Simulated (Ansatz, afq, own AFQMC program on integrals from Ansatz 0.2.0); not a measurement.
Atomization energy of NH₂O, doublet, worked out

```yaml
atoms:
  - { symbol: N, position_ang: [0.0000, -0.1761, 0.6983] }
  - { symbol: O, position_ang: [0.0000, 0.1508, -0.6152] }
  - { symbol: H, position_ang: [0.0000, 0.7521, 1.1353] }
  - { symbol: H, position_ang: [0.0000, -0.6981, -1.0731] }
```

Connectivity, by distances: NH–OH.

Basis cc-pVDZ. Noble-gas cores (and the filled d shells of Ga–Kr and In–Xe) are frozen. AFQMC by an in-house program on the Cholesky factors that Ansatz 0.2.0 writes for its CCSD(T) run. The CISD trial takes its coefficients from CCSD amplitudes. Released means that phaseless walkers are propagated on without the constraint, phases kept. ± is one standard error of the sampling.

Total energies in eV. CBS is CCSD(T) at the limit of def2-TZVPP/QZVPP (extrapolated itself); the highest rung of each member is named.

Cautions: NH₂O (doublet): the released value is read at 1.62 1/Eh with a noise of 20 meV, more than in the cases checked, later times being too noisy (meV from the phaseless value at times in 1/Eh: -22 ± 15 at 0.24, -47 ± 16 at 0.51, -42 ± 16 at 0.99, -30 ± 20 at 1.62, -42 ± 37 at 2.40).

```
       member  count  CCSD(T)/cc-pVDZ  highest rung in cc-pVDZ           which  CCSD(T)/CBS
  N (quartet)     +1       -1482.4355               -1482.4402             FCI   -1483.8573
  O (triplet)     +1       -2038.4036               -2038.4088             FCI   -2040.9924
  H (doublet)     +2         -13.5861                 -13.5861             FCI     -13.6059
NH₂O, doublet     -1       -3558.1166      -3558.1429 ± 0.0202  released AFQMC   -3563.6447
```

Task: Work out the best estimate of the atomization energy: the CCSD(T)/CBS difference plus the step from CCSD(T) to the highest rung.

Result: Sums with the counts: CCSD(T)/CBS 11.5832 eV, highest rung 10.1217 eV, CCSD(T)/cc-pVDZ 10.1053 eV. The step is 10.1217 − 10.1053 = 0.0164 eV, so the best estimate is 11.5832 + (0.0164) = 11.5996 eV = 267.5 kcal/mol, with sampling noise 0.020 eV. The step is under twice that noise, so its sign is open. The basis set is worth 1.478 eV of it. Zero-point, core-correlation and spin–orbit terms aren't in it.

Best estimates are given only where the step beyond CCSD(T) is under 0.3 eV and no member's determinant is very poor (T1 over 0.05, or 0.07 for open shells, ⟨S²⟩ too high by 0.3, two states mixed), so the hardest cases are missing from such tables.

Each member of a difference takes its own highest rung, so a best estimate needn't equal the limit plus the step of one row. A walk keeps the symmetry of its determinant, which the program's search chose and which needn't be the lowest solution, so a lower state of the same spin and another symmetry isn't excluded. Released energies are given only where the last usable release times agree within the noise; a slower fall can still hide under it.
